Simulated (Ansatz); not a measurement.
Geometry optimisation, RKS PBE0/def2-SVP in Ansatz.

Input:

```yaml
crystal:
  periodic: [false, false, false]
  atoms:
    - { symbol: Al, position_ang: [0.0, 0.0, 0.0] }
    - { symbol: H, position_ang: [0.0, 0.0, 1.56] }
    - { symbol: C, position_ang: [1.706, 0.0, -0.985] }
    - { symbol: H, position_ang: [2.0356, -1.0462, -1.1552] }
    - { symbol: H, position_ang: [1.5695, 0.508, -1.9624] }
    - { symbol: H, position_ang: [2.4756, 0.5381, -0.3932] }
    - { symbol: Cl, position_ang: [-1.9312, 0.0, -1.115] }
basis:
  gaussian: { orbitals: def2-SVP }
hamiltonian:
  xc: pbe0
relax:
  f_tol: 0.02
  max_steps: 40
```

Run as:

```bash
$ ansatz run input.yaml --threads 1 --pin off --max-ram 2048MiB --backend cpu --events-out ev --progress --plain --runs-dir out
```

Where does it end, and by what steps?

The forces met the threshold. After 5 steps the energy has fallen by 0.134 eV; Cl7 moved furthest, 0.13 Å.

```tsv
step	energy less start (eV)	largest force component (eV/Å)	accepted
0	0.0000	1.301	yes
1	-0.1234	0.291	yes
2	-0.1336	0.058	yes
3	-0.1339	0.023	yes
4	-0.1340	0.024	yes
5	-0.1341	0.012	yes
```

```xyz
7
Properties=species:S:1:pos:R:3
Al 0.013 0.004 0.001
H -0.109 -0.045 1.578
C 1.682 0.015 -0.992
H 2.039 -1.020 -1.136
H 1.571 0.462 -1.992
H 2.478 0.554 -0.452
Cl -1.818 0.029 -1.057
```

Whether the end is a true minimum wasn't checked by a vibrational analysis.

Run time: 13 s on 1 thread of Arm Neoverse V2 (shared host), peak memory 0.14 GiB.
